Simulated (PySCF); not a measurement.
Homolysis of single bonds, series vinyl-X. Gas-phase values, no solvent. One relaxed conformer stands for each flexible species; it need not be the lowest. Strings in code marks are SMILES.

The numbers are results of CAM-B3LYP-D3(BJ)/def2-TZVP run with PySCF, not measurements. 

| species | dipole moment (D) |
|---|---|
| whole molecule (`C=C`) | 0.00 |
| whole molecule (`C=CCl`) | … |
| radical fragment (`[Cl]`) | 0.00 |
| radical fragment (`C[O]`) | 2.09 |
| whole molecule (`C(N)=C`) | – |
| whole molecule (`C=CC=C` (C–C–C–C torsion 180°)) | – |
| radical fragment (`C#[C]`) | 0.78 |
| radical fragment (`[BH2]`) | 0.51 |

Question: What belongs in the gaps?

Answer: 
- whole molecule (`C=CCl`), dipole moment (D): 1.45
